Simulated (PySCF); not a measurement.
# Which basis set comes closest?

Molecule: SMILES FOF, F2O.

Numbering as in the mapped SMILES `[F:1][O:2][F:3]`.

Geometry PBE0-D3(BJ)/def2-SVP throughout; GIAO in PySCF 2.14, gas phase, one conformer, non-relativistic; equivalent atoms averaged; functional PBE0.

Reference values (CCSD(T)/pcSseg-4; gas (isolated, no vibration); G. L. Stoychev, PhD thesis, Univ. Bonn 2021 (Stoychev, Auer, Izsak, Neese, JCTC 2018, 14, 619)): σ(O2) = -446.3 ppm, σ(F1/F3) = -24.3 ppm.

Question: How do the basis sets STO-3G, 6-31G, pcSseg-0, 6-31G*, def2-SVP, cc-pVDZ, pcSseg-1, aug-cc-pVDZ, 6-311+G(2d,p), cc-pVTZ, def2-TZVP, IGLO-III, pcSseg-2, pcSseg-3 perform against the reference? Times are CPU seconds on shared hosts with different chips, so compare them loosely.

Answer: 
```tsv
basis set	functions	O2	F1/F3	abs. error O	abs. error F	core-s
STO-3G	15	-42.5	145.7	403.8	170.0	0.5
6-31G	27	-419.4	-0.1	26.9	24.2	0.91
pcSseg-0	27	-473.4	-30.3	27.1	6.0	1.4
6-31G*	42	-373.3	40.5	73.0	64.8	1.1
def2-SVP	42	-382.3	38.3	64.0	62.6	1.1
cc-pVDZ	42	-398.3	32.2	48.0	56.5	1.8
pcSseg-1	51	-466.6	5.1	20.3	29.4	1.8
aug-cc-pVDZ	69	-424.1	18.3	22.2	42.6	2.5
6-311+G(2d,p)	81	-465.6	-2.9	19.3	21.4	1.8
cc-pVTZ	90	-437.9	20.1	8.4	44.4	3.4
def2-TZVP	93	-455.4	6.0	9.1	30.3	2
IGLO-III	105	-482.3	-8.5	36.0	15.8	3.5
pcSseg-2	108	-473.1	-3.2	26.8	21.1	2.1
pcSseg-3	216	-475.7	-5.9	29.4	18.4	12
```

For ¹⁷O the closest is cc-pVTZ (8.4 ppm) and the furthest STO-3G (403.8 ppm).

For ¹⁹F the closest is pcSseg-0 (6.0 ppm) and the furthest STO-3G (170.0 ppm). Where a smaller basis beats a larger one, errors probably cancel; the largest sets show where the functional converges. One molecule is a small sample, and the reference may use another geometry.

A small basis that lands close on one nucleus may do so by chance; judge by the trend and by all nuclei.
